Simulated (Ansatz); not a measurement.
Basis-set extrapolation for C$_{2}$H$_{5}$O (`CC[O]`) radical (PBE0-D4/def2-TZVP geometry, frozen core, Ansatz 0.2.0). Multiplicity 2, UHF reference.

```
                      def2-TZVPP   def2-QZVPP
                 HF  -153.524317  -153.531597
    MP2 correlation    -0.539530    -0.579198
CCSD(T) correlation    -0.598799      not run
```

Energies in hartree. Use E(X) = E(∞) + A·exp(−7.88·√X) for Hartree–Fock and E(X) = E(∞) + B·X^(−2.97) for correlation, with X = 3 and 4, and add CCSD(T) minus MP2 of the smaller set to the MP2 limit.

Question: What is the CCSD(T) energy at the basis-set limit?

Answer: HF limit: -153.531597 + (-0.007280) × 0.13774 = -153.53260. MP2 limit: -0.579198 + (-0.039668) × 0.74074 = -0.60858. Higher-order term: -0.598799 − (-0.539530) = -0.05927. Total: -154.20045 hartree, 203.0 kJ/mol below CCSD(T)/def2-TZVPP.
